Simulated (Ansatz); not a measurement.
Cost and result for the atomization energy of C3H3F3 (`FCC=C(F)F`) (9 atoms, 8 bonds).

Cartesian coordinates in Å:
```
F 0.249 0.791 1.669
C 0.840 0.708 0.432
C 0.086 -0.160 -0.512
C -1.056 -0.782 -0.295
F -1.769 -0.765 0.800
F -1.649 -1.535 -1.199
H 1.856 0.320 0.569
H 0.920 1.725 0.029
H 0.521 -0.302 -1.494
```

The species carries charge 0 and has multiplicity 1. The geometry is a stationary point of PBE0-D4/def2-TZVP. It is a higher conformer; a search finds a lower one. Program: Ansatz. All runs use 4 threads of a server CPU on a shared host. Times are those of one run each, without the atoms' runs, and a repeat can differ threefold. Electronic energies, without spin–orbit coupling; frozen cores. CCSD(T)/CBS adds CCSD(T) − MP2 in def2-TZVPP to the MP2 limit, and its time is that of the two runs behind it. T1 = 0.012. B3LYP takes the VWN-RPA correlation (the form of Gaussian; ORCA's B3LYP/G).

CCSD(T)/CBS is a level of theory with its own doubt, some kJ/mol a heavy atom from the limit and from the frozen cores, so smaller differences don't rank the functionals.

```
                             level  functions  wall time
   PBE-D4/def2-TZVPP (with forces)        228      1.8 s
                PBE0-D4/def2-TZVPP        228      1.9 s
r2SCAN-D4/def2-TZVPP (with forces)        228      2.5 s
 B3LYP-D4/def2-TZVPP (with forces)        228      3.1 s
                 B2PLYP/def2-TZVPP        228      3.9 s
                ωB97X-V/def2-TZVPP        228      4.7 s
  ωB97M-V/def2-TZVPP (with forces)        228        7 s
                    MP2/def2-QZVPP        432       15 s
                CCSD(T)/def2-TZVPP        228       94 s
                 CCSD(T)/CBS(def2)          –      110 s
```

Problem. What atomization energy does each give, and how far from CCSD(T)/CBS? (Best estimate.)

Solution. Computed: 
```csv
level,atomization (kJ/mol),difference from CCSD(T)/CBS,per bond
PBE-D4/def2-TZVPP (with forces),3867.3,175.1,21.9
PBE0-D4/def2-TZVPP,3740.7,48.5,6.1
r2SCAN-D4/def2-TZVPP (with forces),3729.3,37.1,4.6
B3LYP-D4/def2-TZVPP (with forces),3695.3,3.1,0.4
B2PLYP/def2-TZVPP,3666.1,-26.1,-3.3
ωB97X-V/def2-TZVPP,3710.1,17.9,2.2
ωB97M-V/def2-TZVPP (with forces),3716.3,24.1,3.0
MP2/def2-QZVPP,3780.4,88.2,11.0
CCSD(T)/def2-TZVPP,3595.7,-96.5,-12.1
CCSD(T)/CBS(def2),3692.2,0.0,0.0
```

In def2-TZVPP, CCSD(T) changes the Hartree–Fock value by +995.1 kJ/mol (the triples alone add +72.7 kJ/mol) and MP2 by +1122.8 kJ/mol; breaking electron pairs costs correlation energy, which Hartree–Fock lacks. The D4 term adds +22.2 kJ/mol with B3LYP and +11.6 kJ/mol with PBE0; it sums over pairs of atoms, weighted by their polarisabilities, and B3LYP, whose exchange is more repulsive, gets the larger term. From PBE to PBE0 (25 % exact exchange), in def2-TZVPP and without D4, the atomization energy moves by −124.3 kJ/mol: exact exchange takes away binding that semilocal exchange gives to molecules.
